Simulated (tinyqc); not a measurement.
The basis set: RHF and MP2 along a ladder of basis sets, for BH3, spin multiplicity 1. Computed by the program tinyqc with PySCF. Same geometry throughout; the dipole is taken about the origin.

Geometry (angstrom):
```
atom        x        y       z
B      0.0000   0.0000  0.0150
H      1.1520   0.0000  0.0000
H     -0.5760   0.9980  0.0000
H     -0.5760  -0.9980  0.0000
```

RHF and frozen-core MP2 in a ladder of bases:
```
basis        functions  E(RHF) (hartree)  E(MP2 corr) (hartree)  HOMO (eV)  LUMO (eV)  dipole (debye)
sto-3g               8        -26.070522              -0.034139   -12.8828     6.4544          0.0468
3-21g               15        -26.235292              -0.054134   -13.7584     2.1549          0.0442
6-31g               15        -26.374984              -0.053854   -13.6646     2.3883          0.0430
6-31g**             29        -26.390624              -0.092941   -13.6723     2.4735          0.0424
cc-pvdz             29        -26.387470              -0.091443   -13.6785     1.9459          0.0388
aug-cc-pvdz         50        -26.388242              -0.094845   -13.7009     0.9015          0.0367
cc-pvtz             72        -26.398236              -0.113468   -13.7448     1.6709          0.0376
```

What does the comparison show, and why?

From cc-pVDZ to cc-pVTZ the RHF energy falls by 10.8 mhartree and the correlation energy by 22.0. If valence correlation converges as X^-3, (27 E(T) - 8 E(D))/19 gives -0.1227 hartree, a rough estimate from such small X that usually falls short; STO-3G holds about 28 % of it. Beyond STO-3G the LUMO moves by 1.6 eV and the HOMO by 0.1 eV.
